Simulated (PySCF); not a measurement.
# How close is PBE0 for BS?

The experiment to reproduce: a(11B B1) 795.6 MHz [1]; a(11B B1) 796 MHz [2]; Δg⊥ -8.10 ppt [1]. Sources and the comparison follow the method.

BS (doublet state).
Cartesian coordinates in Å at the PBE0-D3(BJ)/def2-SVP level; atoms count from 1:
```
atom  x, y, z in Å
B1     0.8097   -0.0066   -0.0047
S2    -0.8042    0.0091   -0.0236
```

The species is `[B]=S` [radical].

Computed, not measured: UKS PBE0, pcH-1 on B S, non-relativistic, mean-field spin-orbit, GIAO in PySCF.

| nucleus | computed a_iso (MHz) | published | in MHz | difference of magnitudes (MHz) | source |
| --- | --- | --- | --- | --- | --- |
| 11B B1 | 825.0 | 795.6 MHz | 795.6 | +29.4 | [1] Fermi-contact b_F |
| 11B B1 | 825.0 | 796 MHz | 796.0 | +29.0 | [2] |
| 11B B1 | 825.0 | 787 MHz | 787.0 | +38.0 | [3] equilibrium geometry |

```
g shift  computed (ppt)  published (ppt)  difference  source
    Δg⊥           -9.28            -8.10       -1.18     [1]
```

Sources: [1] measured, Ne matrix; Aldegunde, Hutson, Hyperfine structure of 2Sigma molecules containing alkaline-earth atoms, arXiv:1711.09467. [2] measured; Tran, Improving perturbation theory for open-shell molecules via self-consistency, arXiv:2107.11260 (experimental column from Kossmann, Neese). [3] computed, CCSD(T), gas; Tran, Improving perturbation theory for open-shell molecules via self-consistency, arXiv:2107.11260 (experimental column from Kossmann, Neese).

The measured numbers hold vibrational averaging and, outside the gas phase, effects of the matrix or solvent; the computed ones belong to one rigid, isolated geometry and carry the errors of functional and basis. An EPR spectrum gives magnitudes, so published signs often rest on theory.

Largest spin populations (Mulliken): B1 (+1.10) and S2 (-0.10). B1 is the only atom above +0.15. The positive populations add up to 1.10 and the negative ones to -0.10, together 2S = 1.

The unrestricted determinant has ⟨S²⟩ = 0.7705 (exact 0.7500), 2.7 % above the value of a pure doublet state.
